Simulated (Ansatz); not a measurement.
Cost and result for the atomization energy of CH2AlN (`N#[C][AlH2]`) (5 atoms, 4 bonds).

Charge 0, multiplicity 1. Geometry: relaxed with PBE0-D4/def2-TZVP. Program: Ansatz. All runs use 2 threads of a server CPU on a shared host. Times are those of one run each, without the atoms' runs, and a repeat can differ threefold. Electronic energies, without spin–orbit coupling; frozen cores. CCSD(T)/CBS extrapolates def2-TZVPP and def2-QZVPP, and its time is that of the two runs behind it. T1 = 0.013.

CCSD(T)/CBS is a level of theory with its own doubt, some kJ/mol a heavy atom from the limit and from the frozen cores, so smaller differences don't rank the functionals.

```
                             level  functions  wall time
                  CCSD(T)/def2-SVP         56      0.5 s
              revPBE-D4/def2-TZVPP        132     0.85 s
                PBE0-D4/def2-TZVPP        132     0.85 s
   PBE-D4/def2-TZVPP (with forces)        132        1 s
               BHLYP-D4/def2-TZVPP        132      1.1 s
                 B2PLYP/def2-TZVPP        132      1.6 s
             r2SCANh-D4/def2-TZVPP        132      1.6 s
r2SCAN-D4/def2-TZVPP (with forces)        132      1.7 s
                ωB97X-V/def2-TZVPP        132        3 s
  ωB97M-V/def2-TZVPP (with forces)        132      3.6 s
                CCSD(T)/def2-TZVPP        132      4.2 s
                CCSD(T)/def2-QZVPP        244       38 s
                 CCSD(T)/CBS(def2)          –       42 s
```

(1) What atomization energy does each give, and how far from CCSD(T)/CBS? (Estimate.)

Answers

(1) The calculation gave: 
| level | atomization (kJ/mol) | difference from CCSD(T)/CBS | per bond |
| --- | --- | --- | --- |
| CCSD(T)/def2-SVP | 1696.1 | -101.8 | -25.4 |
| revPBE-D4/def2-TZVPP | 1791.2 | -6.7 | -1.7 |
| PBE0-D4/def2-TZVPP | 1778.9 | -19.0 | -4.8 |
| PBE-D4/def2-TZVPP (with forces) | 1836.6 | 38.7 | 9.7 |
| BHLYP-D4/def2-TZVPP | 1722.8 | -75.1 | -18.8 |
| B2PLYP/def2-TZVPP | 1792.0 | -5.9 | -1.5 |
| r2SCANh-D4/def2-TZVPP | 1764.3 | -33.6 | -8.4 |
| r2SCAN-D4/def2-TZVPP (with forces) | 1785.0 | -12.9 | -3.2 |
| ωB97X-V/def2-TZVPP | 1806.7 | 8.8 | 2.2 |
| ωB97M-V/def2-TZVPP (with forces) | 1807.4 | 9.5 | 2.4 |
| CCSD(T)/def2-TZVPP | 1743.2 | -54.7 | -13.7 |
| CCSD(T)/def2-QZVPP | 1775.9 | -22.0 | -5.5 |
| CCSD(T)/CBS(def2) | 1797.9 | 0.0 | 0.0 |

In def2-TZVPP, CCSD(T) changes the Hartree–Fock value by +512.5 kJ/mol (the triples alone add +39.3 kJ/mol) and MP2 by +564.7 kJ/mol; breaking electron pairs costs correlation energy, which Hartree–Fock lacks. At CCSD(T), def2-SVP lies −101.8 kJ/mol from the extrapolated value and def2-TZVPP −54.7 kJ/mol: correlation converges slowly with the basis, and small sets miss more of it in the bonded molecule than in its fragments. From BLYP to BHLYP (50 % exact exchange), in def2-TZVPP and without D4, the atomization energy moves by −91.9 kJ/mol: exact exchange takes away binding that semilocal exchange gives to molecules.
